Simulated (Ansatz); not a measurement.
A calculation on Cs2SnI6 (Fm-3m, No. 225) returned lattice constant a 11.560 Å, formation enthalpy -0.916 eV/atom.

For reference: lattice constant a 11.628 Å (measured, 293 K, copied from a table, unchecked, no zero-point or thermal correction; as tabulated in Inorganic Chemistry 52, 9019 (2013)).

Q: Which level of theory produced these numbers?
A. PBE (Ansatz, a first-principles code)
B. PBEsol (Ansatz)
C. PBE-D3(BJ) (Ansatz)
D. LDA (Ansatz)

A: B, PBEsol (Ansatz)

The others give: PBE-D3(BJ) 11.640 Å, -0.938 eV/atom; LDA 11.282 Å, -0.920 eV/atom; PBE 12.034 Å, -0.930 eV/atom.

Unless a cell is named, each level is at its own relaxed cell (LDA 39.89, PBE 48.41, PBE-D3(BJ) 43.81, PBEsol 42.91 Å³/atom).

Ansatz's density-functional and Hartree–Fock values are scalar-relativistic unless marked +SOC, with PAW data made under PBE.
